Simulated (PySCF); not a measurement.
An unknown is described by computed data only.

Elements present: C and H. Monoisotopic mass: 77.0386 u (electron mass counted); charge +1.

* Triplet: lowest triplet excitation (Tamm–Dancoff): 4.65 eV [TDA CAM-B3LYP/def2-SVPD]
* Polarisability: 55.7 au [CAM-B3LYP/def2-SVPD]
* Couplings: largest of the computed one-bond spin–spin couplings (means over like bonds): 13C–1H +279.7, 13C–1H +271.1 (×2), 13C–13C +210.9, 13C–1H +139.6 (×2), 13C–13C +84.4, 13C–13C +62.2, 13C–13C +29.3, 13C–13C +23.6 (×2) Hz [B3LYP/pcJ-1, spin–dipole term left out]
* Rotational structure: rotational constants A, B, C: 12.473, 2.163, 1.864 GHz [GFN2-xTB]
* 13C NMR: chemical shifts (computed TMS as zero) by class: 200.3 (1 C), 180.9 (2 C), 90.7 (1 C), 69.2 (1 C), 24.1 (1 C) ppm [GIAO PBE0/pcSseg-1]
* 1H NMR: chemical shifts (computed TMS as zero) by class: 10.53 (2 H), 5.11 (2 H), 2.67 (1 H) ppm [GIAO PBE0/pcSseg-1]
* UV, first state: lowest singlet excitation: 4.81 eV (258 nm, f = 0.020) [TDDFT CAM-B3LYP/def2-SVPD]

The electronic properties come from PySCF, for the isolated species, density fitting. Levels stand in brackets. Geometry: GFN2-xTB, one conformer, isolated ion. Each NMR value is the plain mean over a class of atoms that symmetry, rotation or inversion makes alike.

Question: Which formula fits the mass and the elements?

Answer: C6H5 (calculated 77.0386). No other formula that holds each of these elements comes within 0.0003 u with a fitting electron parity and a possible valence count.

Question: Propose a structure and show how it fits.

Answer: Numbering: `[CH:1]#[C:2][CH2:3][c+:4]1[cH:5][cH:6]1`. 6 carbons fall into 5 classes; from least to most shielded: unsaturated ring carbon [C4] (200.3 ppm), unsaturated ring CH carbon [C5/C6] (180.9 ppm, 2 C), terminal alkyne carbon [C1] (90.7 ppm), alkyne carbon [C2] (69.2 ppm), propargylic carbon [C3] (24.1 ppm). Hydrogen classes from least to most shielded: 2 H on 2 unsaturated ring CH carbons, C5/C6 (10.53 ppm), 2 H on a propargylic carbon, C3 (5.11 ppm), 1 H on a terminal alkyne carbon, C1 (2.67 ppm). The couplings run between: +279.7 Hz, terminal alkyne carbon [C1] and its hydrogen; +271.1 Hz, unsaturated ring CH carbon [C5] and its hydrogen (with 1 like pair); +210.9 Hz, terminal alkyne carbon [C1] and alkyne carbon [C2]; +139.6 Hz, propargylic carbon [C3] and its hydrogen (with 1 like pair); +84.4 Hz, alkyne carbon [C2] and propargylic carbon [C3]; +62.2 Hz, propargylic carbon [C3] and unsaturated ring carbon [C4]; +29.3 Hz, unsaturated ring CH carbon [C5] and unsaturated ring CH carbon [C6]; +23.6 Hz, unsaturated ring carbon [C4] and unsaturated ring CH carbon [C5] (with 1 like pair). S1 is mainly HOMO→LUMO+1 (weight 0.72); the largest Löwdin shares of the orbital it empties are 0.42 on the alkyne carbon, 0.42 on the terminal alkyne carbon and 0.07 on the propargylic carbon, of the orbital it fills 0.37 on the unsaturated ring carbon, 0.37 on an unsaturated ring CH carbon, 0.07 on the propargylic carbon and 0.07 on an unsaturated ring CH carbon. The optimised geometry has point group Cs and is an asymmetric top. Structure: `C#CC[c+]1cc1`. Computed isomers that give other values at the same levels: `CC#Cc1c[cH+]1` (rotational constant A: 26.137 GHz; this holds for the one conformer computed). The assignments are read from this structure; whether some other isomer fits the data as well wasn't checked.

Conformer computed: `[CH:1]#[C:2][CH2:3][c+:4]1[cH:5][cH:6]1`: C2–C3–C4–C5 180°.
